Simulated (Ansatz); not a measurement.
System (SMILES): N#N (N2).
Atoms: N1, N2. Bonds: N1-N2.

How fast the optimised N1-N2 bond length converges with the basis for several methods (Ansatz, a first-principles code): deviation from each method's own reference, in Å. References: CCSD(T) 1.1004 Å, the value in def2-QZVPPD; HF 1.0652 Å, the value in pcseg-4; MP2 1.1092 Å, the value in pcseg-4; PBE 1.1020 Å, the value in pcseg-4; PBE0 1.0886 Å, the value in pcseg-4. Cartesian d functions, on some or all atoms, in 6-31G**; all else is spherical. In correlated methods cores are frozen. No added dispersion term, no relativity. The reference of a correlated method is not its basis-set limit, which lies further on.

| basis | functions | CCSD(T) | HF | MP2 | PBE | PBE0 |
|---|---|---|---|---|---|---|
| pcseg-0 | 18 | … | 0.0156 | 0.0323 | 0.0192 | 0.0180 |
| cc-pVDZ | 28 | … | 0.0121 | 0.0207 | 0.0138 | 0.0130 |
| 6-31G** | 30 | … | 0.0131 | 0.0216 | 0.0148 | 0.0140 |
| def2-SVPD | 40 | … | 0.0088 | 0.0147 | 0.0090 | 0.0090 |
| cc-pVTZ | 60 | … | 0.0019 | 0.0045 | 0.0014 | 0.0015 |
| pcseg-2 | 60 | … | 0.0008 | 0.0040 | 0.0010 | 0.0009 |
| jun-cc-pV(T+d)Z | 78 | … | 0.0019 | 0.0049 | 0.0013 | 0.0015 |
| cc-pCVTZ | 86 | … | 0.0008 | 0.0029 | 0.0011 | 0.0010 |
| aug-pcseg-2 | 92 | … | 0.0010 | 0.0047 | 0.0010 | 0.0010 |
| def2-QZVPP | 114 | … | 0.0002 | 0.0013 | 0.0002 | 0.0001 |
| pcseg-3 | 120 | … | 0.0000 | 0.0004 | 0.0001 | 0.0001 |
| def2-QZVPPD | 126 | … | 0.0002 | 0.0014 | 0.0001 | 0.0001 |

### Question
What belongs in the gaps?

### Answer

- pcseg-0, CCSD(T): 0.0213
- cc-pVDZ, CCSD(T): 0.0185
- 6-31G**, CCSD(T): 0.0193
- def2-SVPD, CCSD(T): 0.0132
- cc-pVTZ, CCSD(T): 0.0033
- pcseg-2, CCSD(T): 0.0029
- jun-cc-pV(T+d)Z, CCSD(T): 0.0037
- cc-pCVTZ, CCSD(T): 0.0018
- aug-pcseg-2, CCSD(T): 0.0035
- def2-QZVPP, CCSD(T): -0.0001
- pcseg-3, CCSD(T): -0.0009
- def2-QZVPPD, CCSD(T): 0.0000

Mean absolute deviation over cc-pVTZ, pcseg-2, jun-cc-pV(T+d)Z, cc-pCVTZ, aug-pcseg-2: PBE 0.0012, PBE0 0.0012, HF 0.0013, CCSD(T) 0.0030, MP2 0.0042 Å.
